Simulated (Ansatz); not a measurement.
Several settings on one geometry of Si(SH)H3 (SiH4S) (that of the charge 0 singlet, PBE-D4/def2-TZVP). Ansatz on 2 threads of Intel Xeon on a shared host; times are rough.

```xyz
6

Si    0.1869   -0.0121   -0.4944
S     0.2786    0.0319    1.6530
H    -1.0666    0.0462    1.8112
H     1.6142   -0.0249   -0.9265
H    -0.5037    1.1946   -1.0448
H    -0.5095   -1.2358   -0.9984
```

Totals from different functionals, basis sets or treatments of relativity can't be compared as stabilities.

The spins typed aren't always the lowest for that charge.

Give the basis size and estimate the energy, ⟨S²⟩ and time of these runs.

```tsv
run	method	charge	state	further keys
1	RKS revPBE0/def2-mTZVP	0	singlet	scf: {lower_state_search: off}
2	UKS CAM-B3LYP-D4/def2-mTZVP	0	singlet	fitting: {mean_field: cc-pVTZ-jkfit}; scf: {omitted_lower_state_checks: [starts]}; forces asked
3	RKS BHLYP-D3(BJ)-ATM/cc-pVDZ	0	singlet	accuracy: high
4	UKS RPBE-D3(BJ)/cc-pVDZ	0	singlet	–
5	ROKS LDA (SPW92)/def2-mTZVPP	1	doublet	fitting: {mean_field: def2-universal-jkfit}; scf: {omitted_lower_state_checks: [starts]}
6	UKS r2SCAN0-D3(BJ)/def2-mTZVPP	-1	doublet	point_charges: [{charge: 2.00, position_ang: [6.046, 0.211, 0.026]}]; scf: {lower_state_search: light}; forces asked
```


```csv
run,functions,energy (Eh),⟨S²⟩,wall time
1,56,-689.9885,–,0.86 s
2,56,-690.1194,0.00,2.2 s
3,56,-690.1026,–,4.2 s
4,56,-690.0657,0.00,1.8 s
5,74,-687.1782,–,0.96 s
6,74,-690.1683,0.76,8 s
```

The highest occupied level of an anion often lies above zero with these methods, and sets without diffuse functions describe the outer electron poorly.
